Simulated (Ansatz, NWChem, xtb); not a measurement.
## Ligand exchange: 2 PH3 → PH2(PH2) + H2

Species: PH3 (phosphine) `P`, singlet; PH2(PH2), singlet; H2 (hydrogen), singlet. The partners trade H for PH2: P–H and H–PH2 bonds give way to P–PH2 and H–H.

Shapes, held fixed at every level: PBE0-D4/def2-TZVP. Flexible molecules stand in one conformer, not always the lowest. Programs: Ansatz 0.2.0, NWChem 7.3.0, xtb 6.7.1. The zero-point and thermal change to 298 K, harmonic and unscaled (PBE0-D4/def2-TZVP), is -5.5 kJ/mol.

| level | kind | ΔH(298 K) (kJ/mol) | less CCSD(T)/CBS estimate |
| --- | --- | --- | --- |
| GFN1-xTB | semi-empirical | +59.4 | +46.0 |
| r2SCAN-D4/def2-TZVPP | meta-GGA | +9.3 | -4.1 |
| B3LYP/6-31G* (spherical functions) | global hybrid | +22.2 | +8.8 |
| PBE0-D4/def2-TZVPP | global hybrid | +10.1 | -3.3 |
| MP2/def2-TZVPP | perturbation theory | +12.5 | -0.9 |
| CCSD/def2-SVP | coupled cluster or CI | +39.6 | +26.2 |
| CCSD/def2-TZVPP | coupled cluster or CI | +25.7 | +12.3 |
| CCSD(T)/CBS estimate | coupled cluster or CI | +13.4 | 0.0 |

The highest level, CCSD(T)/CBS estimate, gives ΔH(298 K) = +13.4 kJ/mol; the levels span +9.3 to +59.4. The column of differences is taken from that level and isn't an error. No measured value is set beside it here. The CBS estimate extrapolates MP2 from def2-TZVPP and def2-QZVPP and adds CCSD(T) − MP2 in the triple-zeta set, cores frozen; for H2 it overshoots the exact energy by about 1 mEh.
